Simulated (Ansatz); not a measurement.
# CH₃OS− (SMILES CS[O-]): functionals against CCSD(T) at one geometry

The task here is to estimate one member of a computed series from the others.

Computed with Ansatz 0.2.0, Gaussian basis. Level: single points in def2-TZVPPD.

Cores are frozen in the correlated methods.

## The starting structure

SMILES `CS[O-]`, 6 atoms, charge -1, spin multiplicity 1.

Atoms are counted from 1 here; the program's logs count them from 0.

Bond lengths: C1–S2 1.813 Å, C1–H4 1.044 Å, C1–H5 1.070 Å, C1–H6 1.052 Å, S2–O3 1.521 Å. Angles: S2–C1–H4 109.9°, S2–C1–H5 109.2°, S2–C1–H6 107.0°, H4–C1–H5 111.6°, H4–C1–H6 110.0°, H5–C1–H6 109.0°, C1–S2–O3 106.6°.

As a file:

```xyz
6

C    -0.2961    0.3863   -0.2821
S     0.0374   -1.2580    0.4057
O     1.3540   -1.1549    1.1605
H    -0.3759    1.0845    0.4895
H     0.4829    0.6447   -0.9688
H    -1.2071    0.3226   -0.8050
```

The first run:

Input file run/in.yaml:

```yaml
crystal:
  periodic: [false, false, false]
  atoms:
    - {symbol: C, position_ang: [-0.296100, 0.386300, -0.282100]}
    - {symbol: S, position_ang: [0.037400, -1.258000, 0.405700]}
    - {symbol: O, position_ang: [1.354000, -1.154900, 1.160500]}
    - {symbol: H, position_ang: [-0.375900, 1.084500, 0.489500]}
    - {symbol: H, position_ang: [0.482900, 0.644700, -0.968800]}
    - {symbol: H, position_ang: [-1.207100, 0.322600, -0.805000]}
basis:
  gaussian: {orbitals: "def2-TZVPPD.json"}
total_charge: -1
correlation: {method: ccsd_t}
output: {forces: true}
```

The basis file named in the input lies beside it (Basis Set Exchange, JSON).

No record of the launch command was kept for these runs.

Steps of the session up to this table: CCSD(T)/def2-TZVPPD; PBE0-D4/def2-TZVPPD; wB97M-V/def2-TZVPPD; r2SCAN-D4/def2-TZVPPD; PBE-D4/def2-TZVPPD; LC-wPBE/def2-TZVPPD; BHLYP-D4/def2-TZVPPD.

One table of the session follows, with a row left open; its other results are not shown here.

| method | RMS force component (eV/Å) | angle to CCSD(T) forces (°) |
| --- | --- | --- |
| CCSD(T) | 1.073 | reference |
| PBE0-D4 | ? | ? |
| wB97M-V | 0.951 | 5.8 |
| r2SCAN-D4 | 0.977 | 5.4 |
| PBE-D4 | 1.135 | 4.3 |
| LC-wPBE | 0.930 | 13.4 |
| BHLYP-D4 | 0.778 | 13.4 |

Q: Estimate the row for PBE0-D4 from the others.

As computed: RMS force component (eV/Å): 0.935; angle to CCSD(T) forces (°): 10.5. In the column «RMS force component (eV/Å)» it lies between LC-wPBE (0.930) and wB97M-V (0.951).

Caveats from the session: The anion's highest level is positive in at least one run, so there the basis alone may hold the extra electron.
